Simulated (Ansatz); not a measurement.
Molecule: C₄H₃S (charge -1, singlet). It need not be the lowest isomer of its formula. Whether it binds its extra electron was not tested at this geometry. 
Geometry from a B3LYP-D3(BJ)/def2-TZVP (Ansatz, a program for electronic structure) optimisation:
SMILES: [c-]1ccsc1
```xyz
8

S     -0.0034    -0.0083     1.1779
C      0.0017     1.2708    -0.1051
C     -0.0012    -1.2067    -0.0590
C      0.0049     0.8047    -1.3811
C      0.0031    -0.6389    -1.3095
H      0.0017     2.2865     0.2724
H     -0.0031    -2.2572     0.2021
H      0.0049    -1.2763    -2.1928
```
Charge -1, spin multiplicity 1.

Parts of the frozen-core correlation energy in cc-pV(D+d)Z (Ansatz, hartree). Frozen orbitals: 9; correlated occupied orbitals by spin: 13 and 13; virtual: 72 and 72. No spin-orbit coupling. No relativistic terms. The restricted reference is unstable.

```tsv
term	value
reference (HF)	-550.66524
MP2 opposite-spin	-0.48831
MP2 same-spin	[?]
CCSD correlation	[?]
(T)	[?]
T1 diagnostic	0.019
largest doubles amplitude	0.075
```

**Question.** What belongs in the gaps?

**Answer.** 
- MP2 same-spin, value: -0.18112
- CCSD correlation, value: -0.69972
- (T), value: -0.03330
